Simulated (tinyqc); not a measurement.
Hueckel theory of the pi electrons, for the molecule NC=CC=CO (SMILES; centres numbered as the heavy atoms are written), step by step. One step of it, computed by the program tinyqc.

Question. Orbitals. Diagonalise; E = alpha + x beta with beta < 0, so the largest x are filled first; degenerate levels share their electrons. P = sum n_i c_ri c_si; each orbital has its largest coefficient positive (the first on a tie).

Hueckel matrix in units of beta (H = alpha + beta A), order 1N, 2C, 3C, 4C, 5C, 6O:
```
[[1.300000, 0.770000, 0.000000, 0.000000, 0.000000, 0.000000],
 [0.770000, 0.000000, 1.000000, 0.000000, 0.000000, 0.000000],
 [0.000000, 1.000000, 0.000000, 1.000000, 0.000000, 0.000000],
 [0.000000, 0.000000, 1.000000, 0.000000, 1.000000, 0.000000],
 [0.000000, 0.000000, 0.000000, 1.000000, 0.000000, 0.720000],
 [0.000000, 0.000000, 0.000000, 0.000000, 0.720000, 1.790000]]
```

pi electrons, sum of z_r less the charge = 8

Give: x values; occupations; coefficients; charge and bond-order matrix P.

Answer.

x values: [2.1453, 1.8425, 1.2667, 0.3028, -0.7980, -1.6693]

occupations: [2.0000, 2.0000, 2.0000, 2.0000, 0.0000, 0.0000]

coefficients, order 1N, 2C, 3C, 4C, 5C, 6O:
```
[[0.1217, 0.6970, -0.5543, 0.3650, -0.2196, 0.1034],
 [0.1336, 0.4910, 0.0240, -0.4727, 0.5984, -0.3986],
 [0.1929, 0.3681, 0.4572, -0.4242, -0.3084, 0.5858],
 [0.2803, 0.1871, 0.5551, 0.3443, -0.3523, -0.5793],
 [0.4084, -0.0233, 0.2459, 0.5285, 0.5895, 0.3813],
 [0.8275, -0.3195, -0.3383, -0.2559, -0.1640, -0.0794]]
```

charge and bond-order matrix P, order 1N, 2C, 3C, 4C, 5C, 6O:
```
[[1.8822, 0.3453, -0.2566, -0.0350, 0.1801, -0.0556],
 [0.3453, 0.9661, 0.8361, -0.0402, -0.4016, 0.1330],
 [-0.2566, 0.8361, 1.1234, 0.4614, -0.0831, -0.0082],
 [-0.0350, -0.0402, 0.4614, 1.0805, 0.8571, -0.2075],
 [0.1801, -0.4016, -0.0831, 0.8571, 1.0142, 0.2539],
 [-0.0556, 0.1330, -0.0082, -0.2075, 0.2539, 1.9336]]
```
